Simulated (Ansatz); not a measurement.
# SiH₃O (doublet): from Hartree-Fock to the top rungs at distance O1–H3 along a hydrogen transfer = 1.323 Å, cc-pVDZ

The task here is to estimate one member of a computed series from the others.

Program: Ansatz 0.2.0, Gaussian basis. Level of theory: cc-pVDZ, core rule «outside noble gas», up to 6 orbitals frozen. These are calculated values, not measurements.

Plan: UHF; CCSD(T) on ROHF; CCSD(T) on UHF; BCCD(T) on ROHF; CISD; CCSDT(Q) on ROHF; CCSDT(Q) on UHF; CASSCF and MRCISD+Q, 3 electrons in 3 orbitals; CASSCF and NEVPT2, 3 electrons in 3 orbitals.

8 further runs of the same task are left out: 1 for a mislabelled method, 5 that didn't finish, 2 set aside as unsound or not needed.

**What is computed**

The geometry derives from fragments relaxed apart (PBE0/def2-TZVP) and kept rigid, so it is no stationary point. A hydrogen atom is moved between rigid fragments.

5 atoms, charge 0, spin multiplicity 2.

Atoms are counted from 1 here; the program's logs count them from 0.

Bond lengths: O1–H2 0.960 Å, H3–Si4 1.440 Å, Si4–H5 1.532 Å. Angles: H3–Si4–H5 105.0°.

The first run:

Contents of in.yaml:

```yaml
crystal:
  periodic: [false, false, false]
  atoms:
    - {symbol: O, position_ang: [-1.737831, 0.011831, 0.000000]}
    - {symbol: H, position_ang: [-1.987140, 0.938406, 0.000000]}
    - {symbol: H, position_ang: [-0.414831, 0.011831, 0.000000]}
    - {symbol: Si, position_ang: [1.025169, 0.011831, 0.000000]}
    - {symbol: H, position_ang: [1.421604, -1.467683, 0.000000]}
basis:
  gaussian: {orbitals: cc-pVDZ}
magnetization: {spin_polarized: true, initial_magnetization: 1}
hamiltonian: {xc: hf}
output: {orbitals: {seedname: orbitals}}
```

Command:

```console
ansatz run in.yaml --threads 1 --pin off --events-out ev --progress --plain --max-ram 2393MiB
```

Among the steps run: UHF; CCSD(T) on ROHF; CCSD(T) on UHF; BCCD(T) on ROHF; CISD; CCSDT(Q) on ROHF; CCSDT(Q) on UHF; CASSCF and MRCISD+Q, 3 electrons in 3 orbitals; CASSCF and NEVPT2, 3 electrons in 3 orbitals.

One table of the session follows, with a row left open; its other results are not shown here.

| method | from UCCSDT(Q) (kJ/mol) |
| --- | --- |
| ROHF | +862.8 |
| UHF | +819.8 |
| RMP2 | +137.5 |
| UMP2 | +152.3 |
| CISD | +113.2 |
| RCCSD | +26.6 |
| UCCSD | +28.0 |
| RCCSD(T) | +6.8 |
| UCCSD(T) | +8.3 |
| BCCD(T) | +6.2 |
| RCCSDT | +2.5 |
| UCCSDT | ? |
| RCCSDT(Q) | 0.0 |
| UCCSDT(Q) | 0 |
| CASSCF pair | +806.1 |
| NEVPT2 pair | +122.7 |
| MRCISD pair | +96.0 |
| MRCISD+Q pair | +20.1 |

**Question.** Estimate the row for UCCSDT.

**Answer.** from UCCSDT(Q) (kJ/mol): +2.7. In the column «from UCCSDT(Q) (kJ/mol)» it lies between RCCSDT (+2.5) and BCCD(T) (+6.2).

Caveats from the session: Restricted and unrestricted rows rest on different reference determinants; where their highest levels disagree by more than a few hundredths of an eV, they describe different states and don't form one ladder.
